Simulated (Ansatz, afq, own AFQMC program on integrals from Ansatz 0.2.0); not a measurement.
**AlC, quartet: AFQMC among the cluster methods**

```xyz
2

Al    0.0000    0.0000    0.0000
C     0.0000    0.0000    4.2320
```

Basis cc-pVDZ. Only valence electrons are correlated. Integrals, coupled cluster, full CI and functionals: Ansatz 0.2.0; the random walks run on the same integrals in our own AFQMC program. ph-AFQMC/CISD is guided by a CISD state made of CCSD amplitudes; releasing the constraint for a short imaginary time cuts its bias at the price of noise, slowly where states lie close. Error bars are statistical, one sigma.

Determinant: UHF, the one that the program's search chose, which needn't be the lowest solution. The geometry is a point of a scan.

Full CI on the same integrals is exact in this basis and with this determinant's frozen core.

Cautions: lower spins were not checked; the released energies are still falling, so no released level is given (meV from the phaseless value at times in 1/Eh: -3 ± 3 at 0.24, -6.4 ± 1.8 at 0.51, -11.7 ± 1.6 at 0.99, -15 ± 3 at 1.62, -375 ± 359 at 2.40).

* T1 diagnostic: 0.0190
* weight of the determinant in the CISD state: 0.890
* ⟨S²⟩ of the determinant: 3.771
* size of the correlated space: 7 electrons in 26 orbitals

```
  level  correlation energy (eV)
    MP2                  -2.2775
   CCSD                  -3.2998
CCSD(T)                  -3.3495
```

Estimate where full CI lies against CCSD(T) on the same integrals.

5.7 kJ/mol below CCSD(T).

Reference: full CI, correlation energy -3.409 eV.

```
        level  E − E(reference) (kJ/mol)  share of correlation (%)
      CCSD(T)                        5.7                     98.26
        CCSDT                        2.4                     99.28
     CCSDT(Q)                        1.5                     99.54
       CCSDTQ                        0.2                     99.95
  ph-AFQMC/HF                 17.2 ± 2.3                     94.77
ph-AFQMC/CISD                  5.0 ± 0.2                     98.48
```

CCSDT and higher add their correlation energy to the determinant of the CCSD(T) run, since their own runs factorise the integrals more tightly (a shift of under 2 meV). A walk keeps the symmetry of its determinant, which the program's search chose and which needn't be the lowest solution, so a lower state of the same spin and another symmetry isn't excluded.
